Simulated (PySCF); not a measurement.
Redox energetics: nitric oxide

Parent: nitric oxide, `[N]=O` (NO•, doublet). Atom numbers as in the mapped SMILES `[N:1]=[O:2]`.

Level of theory: ωB97X-D3(BJ)/ma-def2-TZVP single points in PySCF, grid level 2; every species was optimised with PBE0-D3(BJ)/ma-def2-SVP. ωB97X-D3(BJ) is ωB97X-V with D3(BJ) in place of VV10. Thermal corrections: PBE0-D3(BJ)/ma-def2-SVP frequencies, unscaled, ideal gas at 298.15 K and 1 bar, quasi-RRHO entropy.

Frontier levels of the parent: HOMO -8.89 eV, LUMO -0.19 eV.

Oxidation to the singlet cation:
| Quantity | Value |
| --- | --- |
| Vertical ionisation energy (electronic) | 10.06 eV |
| Adiabatic ionisation energy (with zero-point energy) | 9.57 eV |
| Adiabatic, electronic part | 9.54 eV |
| Vertical gap at the product's structure | 9.06 eV |
| Inner reorganisation energy (four-point) | 994 meV |
| Relaxation of product / of parent | 522 / 472 meV |
| Largest changes of atomic charge | N1 0.57, O2 0.43 |
| Distances that move most (Å) | N1–O2 1.142 → 1.060 |

Vertical ionisation energy to the triplet cation: 16.87 eV. This state was not relaxed.

Vertical electron affinity to the singlet anion: -1.36 eV. The extra electron is not bound at this structure, the number hangs on the basis, and the ion was not relaxed.

Reduction to the triplet anion:
```
Vertical electron affinity (electronic)              : -0.29 eV
Adiabatic electron affinity (with zero-point energy) : 0.23 eV
Adiabatic, electronic part                           : 0.19 eV
Vertical gap at the product's structure              : 0.71 eV
⟨S²⟩ of the product                                  : 2.011
Largest spin populations                             : N1 1.38, O2 0.62
Largest changes of atomic charge                     : N1 -0.56, O2 -0.44
Distances that move most (Å)                         : N1–O2 1.142 → 1.250
```

Measured values (NIST Chemistry WebBook, evaluated or the median of agreeing entries): adiabatic ionisation energy 9.26 eV (computed 9.57, difference 0.30).

Caveats: a negative vertical affinity means that the electron isn't bound at that structure, so the value and what is derived from it hang on the basis.

Run with `OMP_NUM_THREADS=1 python redox_run.py task.json out` on 1 thread of Intel Xeon Platinum 8259CL @ 2.50GHz, a shared host. Structures, frequencies and single points: 28 s of wall time.

Differences come from unrounded values, so a last digit can differ from that of the printed terms.
